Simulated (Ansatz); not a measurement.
in.yaml

```yaml
crystal:
  periodic: [false, false, false]
  atoms:
    - {symbol: Si, position_ang: [-0.106206, 0.000000, 0.000000]}
    - {symbol: H, position_ang: [-0.601078, 1.399708, 0.000000]}
    - {symbol: H, position_ang: [-0.601078, -0.699854, 1.212183]}
    - {symbol: H, position_ang: [-0.601078, -0.699854, -1.212183]}
    - {symbol: H, position_ang: [2.008794, 0.000000, 0.000000]}
    - {symbol: H, position_ang: [2.753794, 0.000000, 0.000000]}
basis:
  gaussian: {orbitals: 6-31G}
magnetization: {spin_polarized: false, initial_magnetization: 1}
correlation: {method: fic_mrcisd_q_relaxed, electrons: all, active_space: {window: {electrons: 1, orbitals: 5}}}
```

```sh
$ ansatz run in.yaml --threads 1 --pin off --events-out ev --progress --plain --max-ram 2393MiB
```

The program prints:

```
300 factors; integrals over basis functions are off by at most 9.2e-4 eV
mean field evaluation 1: about -7936.2934 eV, gradient 7.9e0 eV
mean field evaluation 2: about -7936.2943 eV, gradient 7.9e0 eV
mean field evaluation 4: about -7936.7917 eV, gradient 3.0e-1 eV
mean field evaluation 8: about -7936.7933 eV, gradient 2.8e-6 eV
mean field -7936.79331866 eV, -291.6717747091 hartree, gradient 8.5e-6 eV, S^2 0.750000; 0 other end points of the search recorded, 0 dependent functions left out
reference -7936.79331866 eV, -291.6717747091 hartree; 10, 9 occupied and 13, 14 virtual orbitals, 300 factors
state -7936.79331866 eV, -291.6717747091 hartree
contracted CI cycle   1: correlation 0.00000000 eV, 0.0000000000 hartree, residual 1.20e1 eV
contracted CI cycle   2: correlation -2.49295594 eV, -0.0916144412 hartree, residual 2.43e0 eV
contracted CI cycle   3: correlation -2.58412231 eV, -0.0949647432 hartree, residual 7.14e-1 eV
contracted CI cycle   4: correlation -2.59019024 eV, -0.0951877355 hartree, residual 1.22e-1 eV
contracted CI cycle   5: correlation -2.59051258 eV, -0.0951995814 hartree, residual 3.30e-2 eV
contracted CI cycle   6: correlation -2.59053880 eV, -0.0952005449 hartree, residual 1.13e-2 eV
contracted CI cycle   7: correlation -2.59054091 eV, -0.0952006224 hartree, residual 2.77e-3 eV
contracted CI cycle   8: correlation -2.59054106 eV, -0.0952006280 hartree, residual 8.42e-4 eV
state -7936.79331866 eV, -291.6717747091 hartree; corrected -7939.54995090 eV, -291.7730790754 hartree
WARN: 4 active orbitals are nearly empty or full. The corrections depend on them more than the energy does, and are more stable in an active space without them
Total energy: -7939.54995090 eV, -291.7730790754 hartree
```

Natural occupations: 1.0000 0.0000 0.0000 0.0000 0.0000.

Ran on 1 thread of Arm Neoverse V1, shared host: 0.84 s wall, 0.16 GiB peak host memory.
